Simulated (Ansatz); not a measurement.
# CH4FN: the cost of one run

Computed with Ansatz 0.2.0, driven from Python. Level of theory: PBE0+D3(BJ)/def2-SVP.

### Step 1. The system

Bond lengths: N1–C2 1.402 Å, C2–F3 1.358 Å, N1–H4 0.977 Å, N1–H5 1.070 Å, C2–H6 1.076 Å, C2–H7 1.121 Å. Angles: N1–C2–F3 107.2°, N1–C2–H6 110.5°, N1–C2–H7 111.7°, F3–C2–H6 109.0°, F3–C2–H7 109.4°, H6–C2–H7 108.9°, C2–N1–H4 106.3°, C2–N1–H5 107.2°, H4–N1–H5 100.0°.

The script holds or builds the structure itself.

### Step 2. The code

relaxed_scan.py reads:

```python
"""Relaxed scan of one distance in CH4FN."""

import ansatz as az
import numpy as np

GEOMETRY = """
N    -0.43170   -0.18240   -0.78570
C     0.45550   -0.13810    0.29840
F    -0.08610    0.69210    1.22720
H    -1.30840   -0.39840   -0.41360
H    -0.60410    0.82690   -1.09520
H     0.57390   -1.11690    0.72930
H     1.46220    0.24880   -0.00600
"""


def main() -> None:
    geometry = az.Crystal.molecule()
    for line in GEOMETRY.strip().splitlines():
        symbol, *xyz = line.split()
        geometry = geometry.atom(symbol, [float(v) for v in xyz])

    model = (
        geometry.calculation()
        .basis(gaussian="def2-SVP")
        .functional("pbe0", dispersion="d3bj")
    )
    symbols = [site.symbol for site in geometry.cartesian_sites]
    pairs = [(0, 1), (0, 3), (0, 4), (1, 2), (1, 5), (1, 6)]
    print("held (A)   E (eV)        ", "  ".join(f"{symbols[i]}{i}-{symbols[j]}{j}" for i, j in pairs))
    for length in [1.29, 1.4, 1.51, 1.68, 1.89]:
        summary = model.relax(constraints=[az.DistanceConstraint((0, 1), at=length)], force_tolerance=0.02, max_steps=60).run(threads=1, backend="cpu").report
        xyz = np.array(summary["positions_ang"])
        print(f"{length:6.2f} {summary['free_energy_ev']:14.5f}  ", "  ".join(f"{np.linalg.norm(xyz[i] - xyz[j]):.3f}" for i, j in pairs))


if __name__ == "__main__":
    main()
```

### Step 3. The calls as engine input

The package turns the script's settings into the engine's input (first run):

```yaml
crystal:
  periodic: [false, false, false]
  atoms:
    - { symbol: "N", position_ang: [-0.4317, -0.1824, -0.7857] }
    - { symbol: C, position_ang: [0.4555, -0.1381, 0.2984] }
    - { symbol: F, position_ang: [-0.0861, 0.6921, 1.2272] }
    - { symbol: H, position_ang: [-1.3084, -0.3984, -0.4136] }
    - { symbol: H, position_ang: [-0.6041, 0.8269, -1.0952] }
    - { symbol: H, position_ang: [0.5739, -1.1169, 0.7293] }
    - { symbol: H, position_ang: [1.4622, 0.2488, -0.006] }
basis:
  gaussian:
    orbitals: def2-SVP
hamiltonian:
  xc: pbe0
  dispersion: d3bj
relax:
  f_tol: 0.02
  max_steps: 60
  constraints:
    - { distance: [0, 1], at: 1.29 }
```

### Step 4. Launch

The run is started by

```sh
$ python relaxed_scan.py
```

Q: Estimate wall time and peak memory on 1 thread of Arm Neoverse V2, shared host.

About 54 s, with a peak of 0.21 GiB.
